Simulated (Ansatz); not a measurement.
**triplet NaN: levels of theory in one basis**

```
atom   x (Å)   y (Å)    z (Å)
  Na  0.0000  0.0000  -1.1259
   N  0.0000  0.0000   1.1259
```

Basis set: def2-SVP (spherical functions). Correlated methods keep 2 orbitals frozen. Correlation on ROHF uses semicanonical orbitals with singles. Charge 0, multiplicity 3.

Computed with Ansatz (development build ahead of 0.2.0); each method stands on the lowest determinant of its kind that the runs found.

```json
{"method": "ROHF", "E − E(ROHF) (eV)": "0.00", "<S²> of the determinant": "–"}
{"method": "UHF", "E − E(ROHF) (eV)": "-0.73", "<S²> of the determinant": "2.88"}
{"method": "ROHF-MP2", "E − E(ROHF) (eV)": "-3.08", "<S²> of the determinant": "–"}
{"method": "ROHF-CCSD(T)", "E − E(ROHF) (eV)": "-3.75", "<S²> of the determinant": "–"}
{"method": "UHF-CCSD(T)", "E − E(ROHF) (eV)": "-3.73", "<S²> of the determinant": "2.88"}
```

Task: What does UHF-MP2 give on the same scale?

Result: -2.86 eV.

Task: Is a single determinant a sound starting point here?

Result: It is doubtful. Unrestricted orbitals lower Hartree–Fock by 0.73 eV and <S²> is 2.88 where a pure state has 2.00, a sign of strong static correlation.

Caution for ROHF, ROHF-MP2, ROHF-CCSD(T): an unrestricted determinant lies well below. Caution for UHF, UHF-MP2, UHF-CCSD(T): the unrestricted determinant is a mixture of spin states.
